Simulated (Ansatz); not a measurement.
System: hydrogen cyanide, CHN (charge 0, singlet). 
Coordinates optimised at B3LYP-D3(BJ)/def2-TZVP (Ansatz, a quantum-chemistry and plane-wave program):
SMILES: N#C
```xyz
3

C      0.0000     0.0000    -0.4969
N      0.0000     0.0000     0.6493
H      0.0000     0.0000    -1.5636
```

Wanted: vertical ionisation energy (to the doublet state of charge +1; each state is the SCF solution reached for its spin), in eV. Correlated levels leave the core frozen unless marked. UHF or UKS for open shells. Spin-orbit coupling is left out. No relativistic terms. Basis-set limits of correlation are two-point, X^-3; Hartree-Fock from the larger set.

```csv
level,program,vertical ionisation energy (eV)
SVWN5/def2-TZVPD,Ansatz,…
B3LYP/def2-TZVPD,Ansatz,13.74
CAM-B3LYP/def2-TZVPD,Ansatz,13.73
CCSD/aug-cc-pVDZ,Ansatz,13.55
CCSD/aug-cc-pVTZ,Ansatz,…
CCSD/def2-TZVPPD,Ansatz,13.62
"CCSD(T)/CBS(def2-TZVPPD,def2-QZVPPD)",Ansatz,…
```

Task: Complete the blanks.

Result: 
- SVWN5/def2-TZVPD, vertical ionisation energy (eV): 14.09
- CCSD/aug-cc-pVTZ, vertical ionisation energy (eV): 13.64
- CCSD(T)/CBS(def2-TZVPPD,def2-QZVPPD), vertical ionisation energy (eV): 13.88
